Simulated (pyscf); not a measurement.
chloromethane (H₃C–Cl) + difluorocarbene (F–C:–F) [singlet] → H₂C=C(F)–F + hydrogen chloride (HCl) (concerted two-bond exchange; singlet surface; C–Cl, C–H broken, C–C, Cl–H formed). Single points on ωB97X-D3(BJ)/def2-SVP structures (PySCF, gas phase). Correlated levels are frozen-core, on RHF or UHF. ΔMP2 is the change of the MP2 total energy from the triple- to the quadruple-zeta basis. Energies in kJ/mol from the separated reactants.

```tsv
level	barrier	reaction energy
ωB97X-D3(BJ)/def2-TZVP	168.7	-152.5
ωB97M-D3(BJ)/def2-TZVP	164.5	-154.2
HF/def2-TZVP	234.1	-139.0
MP2/def2-QZVPP	(withheld)	-174.8
CCSD/def2-TZVPP	176.7	-160.5
CCSD(T)/def2-TZVPP	151.6	-160.6
CCSD(T)/def2-TZVPP + ΔMP2(QZVPP)	(withheld)	(withheld)
```

**Question.** Fill in the missing entries.

**Answer.** 
- MP2/def2-QZVPP, barrier: 154.5
- CCSD(T)/def2-TZVPP + ΔMP2(QZVPP), barrier: 147.0
- CCSD(T)/def2-TZVPP + ΔMP2(QZVPP), reaction energy: -161.3

This is the saddle that the search found; another between the same sides may lie lower. A restricted solution here is unstable towards spin polarisation, so biradical character is likely and single-reference numbers are less safe. The CCSD(T) − MP2 part came from Ansatz, without density fitting, on the same reference.
